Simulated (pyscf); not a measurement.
Structures and frequencies: ωB97X-D3(BJ)/def2-SVP in PySCF. Correlated levels are frozen-core, on RHF or UHF. ΔMP2 is the change of the MP2 total energy from the triple- to the quadruple-zeta basis.

For the elementary gas-phase step H₂B–O–SiH₃ (SMILES BO[SiH3]) + HF (SMILES F) → HO–SiH₃ (SMILES O[SiH3]) + H₂B–F (SMILES BF) (singlet surface; B–O, F–H broken, H–O, B–F formed), what barrier and reaction energy does CCSD(T)/def2-TZVPP + ΔMP2(QZVPP) give, measured from the separated reactants?

ΔE‡ = 0.54 eV, ΔE = -0.02 eV. Zero-point energy shifts the barrier by +0.05 eV. It is a four-centre exchange, with an imaginary mode of 944i cm⁻¹. On the reactant side the descent ends in a complex (not fully relaxed), 0.28 eV under the separated species and 0.73 eV under the saddle at ωB97X-D3(BJ)/def2-TZVP. On the product side the descent ends in an adduct with a B–O contact, 0.41 eV under the separated species and 0.92 eV under the saddle at ωB97X-D3(BJ)/def2-TZVP. What is counted as broken (B–O) persists as a longer contact in the product adduct; parting that adduct is a step of its own. At ωB97X-D3(BJ)/def2-TZVP the barrier from the zero used here is 0.45 eV. This is the saddle that the search found; another between the same sides may lie lower. The CCSD(T) − MP2 part came from Ansatz, without density fitting, on the same reference.
